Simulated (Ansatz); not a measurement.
## CH4AlCl, SMILES [CH3][AlH][Cl]: a composite energy at a relaxed geometry, step by step

Computed with Ansatz's Python interface.

Input file `ch4alcl.xyz`:
```text
7

C    -0.69660    0.50280   -0.29090
Al    0.85630   -0.51590    0.20920
Cl    0.66410   -2.07900    1.74610
H    -0.48190    1.63350   -0.10830
H    -1.61510    0.20200    0.27600
H    -0.95540    0.41710   -1.38340
H     2.28970   -0.22850   -0.49450
```

At the Python prompt:
```pycon
>>> import itertools
>>> import warnings
>>> import ansatz as az
>>> from ase.data import atomic_numbers, covalent_radii
>>> import numpy as np
>>> warnings.simplefilter("ignore", az.DeckWarning)
>>> mol = az.Crystal.molecule_from_extxyz("ch4alcl.xyz")
>>> job = mol.calculation()
>>> job = job.basis(gaussian="def2-SVP").functional("r2scan")
>>> job = job.accuracy("medium")
>>> job = job.scf(lower_state_search="light")
>>> symbols = [site.symbol for site in mol.cartesian_sites]
>>> start = np.array([site.position_ang for site in mol.cartesian_sites], dtype=float)
>>> rep = job.relax(force_tolerance=0.01).run(threads=1).report

>>> end = np.array(rep["positions_ang"])
>>> # pairs closer than 1.2 times the sum of covalent radii, before or after
>>> radius = [covalent_radii[atomic_numbers[s]] for s in symbols]
>>> span = lambda where, i, j: np.linalg.norm(where[i] - where[j])
>>> bonded = [(i, j) for i, j in itertools.combinations(range(len(symbols)), 2) if min(span(start, i, j), span(end, i, j)) < 1.2 * (radius[i] + radius[j])]
>>> print("pair        before    after (A)")
pair        before    after (A)
>>> for i, j in bonded:
...     print(f"{symbols[i]}{i}-{symbols[j]}{j}".ljust(10), f"{span(start, i, j):8.4f} {span(end, i, j):8.4f}")
...
C0-Al1       1.9234   1.9411
C0-H3        1.1653   1.1044
C0-H4        1.1205   1.1012
C0-H5        1.1260   1.1044
Al1-Cl2      2.2005   2.1165
Al1-H6       1.6225   1.5820
>>> minimum = az.Crystal.molecule()
>>> for symbol, place in zip(symbols, end):
...     minimum = minimum.atom(symbol, place.tolist())
...
>>> at_minimum = minimum.calculation()
>>> # MP2 extrapolated to the basis limit, plus the small-basis difference CCSD(T) - MP2
>>> level = lambda method, basis: at_minimum.basis(gaussian=basis).correlation(method).run(threads=1).report
>>> small, large, cluster = level("mp2", "cc-pVDZ"), level("mp2", "cc-pVTZ"), level("ccsd_t", "cc-pVDZ")
>>> corr = lambda each: (each["free_energy_ev"] - each["reference_energy_ev"]) / 27.211386246
>>> mp2_limit = (27 * corr(large) - 8 * corr(small)) / 19
>>> pieces = {"HF / cc-pVTZ": large["reference_energy_ev"] / 27.211386246, "MP2 correlation, DZ-TZ limit": mp2_limit, "CCSD(T) - MP2 / cc-pVDZ": corr(cluster) - corr(small)}
>>> for name, value in pieces.items():
...     print(f"{name:32s} {value:14.6f} Ha")
...
HF / cc-pVTZ                        -741.736293 Ha
MP2 correlation, DZ-TZ limit          -0.489739 Ha
CCSD(T) - MP2 / cc-pVDZ               -0.048904 Ha
>>> print(f"{'sum':32s} {sum(pieces.values()):14.6f} Ha")
sum                                 -742.274936 Ha
>>> print("T1 diagnostic", round(cluster["correlation"]["coupled_cluster"]["t1_diagnostic"], 4))
T1 diagnostic 0.0093
```

Caveats:
- The settings weren't tested for convergence.
- The sum leaves out core correlation, relativity, the Hartree-Fock basis error and zero-point energy; a DZ-TZ extrapolation is rough.
- Inner cores stay frozen, so this is valence correlation.
- For Al to Cl the sets with a tight d function, cc-pV(X+d)Z, are usual.
- An extrapolation from small basis sets is rough.
- It ran for 24 s on 1 thread of Intel(R) Xeon(R) Platinum 8259CL CPU @ 2.50GHz (Skylake/Cascade Lake), on a shared host, peak memory 0.34 GiB.

(A comment or docstring line of the script was reworded after the run, the code is as it ran; lines on the test bed's own set-up are left out of the output.)
